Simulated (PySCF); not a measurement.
Compound: C₆H₈.
SMILES: `C1=C[C@@H]2C[C@@H]2C1`

Level of theory: wB97X-D/def2-SVPD in PySCF (dipole) on a GFN2-xTB geometry, gas phase.

Take the most abundant isotopes and a rigid rotor. 

What are A, B and C (GHz)?

Ia = 79.08, Ib = 109.70, Ic = 154.66 u·Å²; 505379 MHz·u·Å²/I gives 6391, 4607 and 3268 MHz, that is A = 6.3907, B = 4.6069, C = 3.2676 GHz.

Classify the top.

An asymmetric top: κ = (2 × 4607 − 6391 − 3268)/(6391 − 3268) = -0.14.

What does the inertial defect say?

Not planar: Δ = Ic − Ia − Ib = -34.12 u·Å². For a rigid frame Δ = −2 Σ m c², so Σ m c² = 17.06 u·Å² lies off the ab plane: 7.45 from hydrogen and 9.60 from heavier atoms. The atom farthest from that plane is 1.64 Å away.

Which lines would a microwave search look for?

The dipole components are |μa| = 0.19 D, |μb| = 0.21 D, |μc| = 0.12 D. Intensities carry the squares of the components, which stand as 0.81 : 1.00 : 0.33 (a : b : c). Some lines, for components of 0.1 D or more:

```
type  branch         J(Ka,Kc)    MHz  lower level (cm⁻¹)
   a       Q  2(2,0) ← 2(2,1)    521               1.115
   b       Q  4(1,3) ← 4(0,4)  12650               2.446
   b       R  2(0,2) ← 1(1,1)  13445               0.322
   b       R  3(0,3) ← 2(1,2)  20946               0.803
   a       R  3(2,2) ← 2(2,1)  23624               1.115
   a       R  4(0,4) ← 3(0,3)  28327               1.501
   a       R  4(2,2) ← 3(2,1)  34218               1.978
   c       R  3(3,1) ← 2(2,1)  36172               1.115
   c       R  4(3,1) ← 3(2,1)  43436               1.978
   c       R  4(4,1) ← 3(3,1)  48812               2.322
```

Stationary, but not proved a minimum. Zero-point vibration and centrifugal distortion are left out.

Time: 23 s wall. Hardware: x86-64 server, one thread (shared host). This is the wB97X-D/def2-SVPD job that gave the dipole, with the excitations it also computed.
